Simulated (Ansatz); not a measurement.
Worked example: correlation energy of AlGe2⁺, quintet

Geometry: that of the AlGe2, quartet, kept fixed.

| atom | x (Å) | y (Å) | z (Å) |
| --- | --- | --- | --- |
| Al | 0.0000 | -1.8765 | 0.0000 |
| Ge | 0.0000 | 0.3485 | 1.1872 |
| Ge | 0.0000 | 0.3485 | -1.1872 |

Basis cc-pVTZ; Ansatz 0.2.0. Only valence electrons are correlated (noble-gas cores and the filled d shells of p-block atoms frozen), which leaves 10 electrons in 87 orbitals. Prefix R: restricted or restricted open-shell reference; prefix U: unrestricted. No spin–orbit coupling is included, and no scalar relativity.

Full CI isn't at hand for all of this; UCCSDT(Q) serves as the reference, and is uncertain by the last step of the cluster series or more.

UCCSD has a T1 diagnostic of 0.022 and a largest doubles amplitude of 0.07.

Runs differ by some tens of microhartree through their thresholds and, for an open shell, their frozen cores, so steps under 0.03 kcal/mol mean nothing.

Here the R and U totals at CCSDT(Q) differ by 0.42 kcal/mol, a measure of how far such totals hang on the determinant and its frozen core.

| level | total energy (hartree) |
| --- | --- |
| UHF | -4392.454982 |
| UMP2 | -4392.640877 |
| UCCSD | -4392.667583 |
| UCCSD(T) | -4392.681793 |
| UCCSDT | -4392.683393 |
| UCCSDT(Q) | -4392.684618 |

Q: What is the correlation energy at UCCSDT(Q), and what share of it do UMP2 and UCCSD(T) recover?

A: E(corr) = -4392.684618 − (-4392.454982) = -0.229636 hartree = -6.249 eV. UMP2: -0.185895 / -0.229636 = 80.95 %. UCCSD(T): -0.226811 / -0.229636 = 98.77 %.

Q: By how many kcal/mol does UCCSD(T) miss UCCSDT(Q) (1 hartree = 627.509 kcal/mol), and which steps make up the rest?

A: -4392.681793 − (-4392.684618) = 0.002825 hartree = 1.77 kcal/mol. Steps: UCCSDT − UCCSD(T) = -1.00, UCCSDT(Q) − UCCSDT = -0.77 kcal/mol. Differences between like states or geometries often cancel part of this.
